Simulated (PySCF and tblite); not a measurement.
C₂H₄O₂, numbered as in [CH3:1][O:2][CH:3]=[O:4].

Geometries PBE0-D3(BJ)/def2-SVP; weights from CAM-B3LYP-D3(BJ)/def2-TZVP energies and GFN2-xTB thermal corrections, with symmetry numbers and mirror pairs. Conformers within 3 kcal/mol (GFN2-xTB free energy) were kept, 8 at most. GIAO shieldings: wB97X-D/pcSseg-2. Shifts are against TMS (¹H), TMS (¹³C) at the same level. Run with PySCF (density fitting) and tblite.

Torsions listed: C1–O2–C3–O4.

| conformer | shape | weight % | dipole D |
| --- | --- | --- | --- |
| 1 | 0° | 100.0 | 1.94 |

**Question.** How does the computed dipole moment compare with the measured one in the gas phase?

**Answer.** Computed: 1.94 D in the leading conformer, 1.94 D as root mean square over the ensemble. Measured: 1.77 D (NIST CCCBDB Release 22 (SRD 101), experimental dipoles).
